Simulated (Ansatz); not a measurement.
**Relaxing ZnCd**

Theory: Ansatz, DFT PBE, scalar-relativistic, plane waves, PAW. Cutoff 420 eV, Γ-centred k mesh, Gaussian smearing, no spin polarisation in the final step.

The start puts ZnCd on the NaTl (B32) structure type (Fd-3m, No. 227), with Zn in place of Na, Cd in place of Tl, at a guessed volume.

```
Zn Cd
1.0
     0.00000    3.44191    3.44191
     3.44191    0.00000    3.44191
     3.44191    3.44191    0.00000
Zn Cd
2 2
Cartesian
  3.4419 3.4419 3.4419
  5.1629 5.1629 5.1629
  0.0000 0.0000 0.0000
  1.7210 1.7210 1.7210
```

Cell and atoms relax at zero pressure; the relaxation can't lower the symmetry of the start.

Formation energies are uncorrected and refer to the elements' standard structures at the same level.

Question: Which crystal results?

Answer: It keeps Fd-3m (No. 227). The result has the NaTl (B32) structure. Conventional cell: a = 6.815 Å. Zn is coordinated by 4 Cd at 2.95 Å, 4 Zn at 2.95 Å and 6 Cd at 3.41 Å; around Cd lie 4 Cd at 2.95 Å, 4 Zn at 2.95 Å and 6 Zn at 3.41 Å.

```xyz
4
Lattice="0.0000 3.4075 3.4075 3.4075 0.0000 3.4075 3.4075 3.4075 0.0000" Properties=species:S:1:pos:R:3 pbc="T T T"
Zn    0.0000    0.0000    0.0000
Zn    1.7038    1.7038    1.7038
Cd    3.4075    3.4075    3.4075
Cd    5.1113    5.1113    5.1113
```

Question: What are its volume, energy, density and gap?

Answer: The volume per atom is 19.78 Å³. The density is 7.46 g/cm³. The energy over the elements is 0.14 eV/atom and the gap on the 12×12×12 mesh is 0 eV (a metal).

The final run used a 12×12×12 mesh on its 4-atom cell and 0.10 eV smearing. For metals, differences of a few meV/atom aren't resolved. A structure relaxed within its symmetry needn't be a true minimum.

Cost: 2 runs of about 0.35 core-minutes in all, on Intel Xeon 6975P-C (Granite Rapids) (shared hosts).